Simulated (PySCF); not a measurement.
Structure problem from calculated spectra and properties.

Formula: C3HN.

* NMR, other nuclei: isotropic shieldings of nuclei other than C and H, by class: 82 (1 N) ppm [GIAO PBE/pcSseg-2]
* Rotational structure: rotational constant B (linear): 4.954 GHz [PBE0-D3(BJ)/def2-SVP]
* UV, first state: lowest singlet excitation: 5.28 eV (235 nm, f = 0.000) [TDDFT CAM-B3LYP/def2-SVPD]
* Dipole: 2.91 D [CAM-B3LYP/def2-SVPD]
* 13C NMR: chemical shifts (computed TMS as zero) by class: 181.4 (1 C), 64.2 (1 C), 44.6 (1 C) ppm [GIAO PBE/pcSseg-2]
* Triplet: lowest triplet excitation (Tamm–Dancoff): 4.34 eV [TDA CAM-B3LYP/def2-SVPD]
* 1H NMR: chemical shifts (computed TMS as zero) by class: 1.14 (1 H) ppm [GIAO PBE/pcSseg-2]
* Polarisability: 41.4 au [CAM-B3LYP/def2-SVPD]

The electronic properties come from PySCF, for the isolated species, density fitting. Levels stand in brackets. Geometry: PBE0-D3(BJ)/def2-SVP; no solvent, vibrations or thermal averaging. NMR classes are plain means over equivalent atoms (diastereotopic ones count apart unless rotation or inversion swaps them), as if these changed places fast.

Problem. Propose a structure and show how it fits.

Solution. Numbering: `[C-:1]#[N+:2][C:3]#[CH:4]`. 3 carbons fall into 3 classes; from least to most shielded: isocyanide carbon [C1] (181.4 ppm), alkyne carbon [C3] (64.2 ppm), terminal alkyne carbon [C4] (44.6 ppm). The one hydrogen (1.14 ppm): alkyne hydrogen. The other shieldings belong to: 82 ppm, isocyanide nitrogen [N2]. The optimised geometry has point group C∞v and is a linear rotor. Structure: isoyanoacetylene (`[C-]#[N+]C#C`). Computed isomers that give other values at the same levels: `C#CC#N` (smallest rotational constant: 4.528 GHz; this holds for the one conformer computed). The assignments are read from this structure; whether some other isomer fits the data as well wasn't checked.
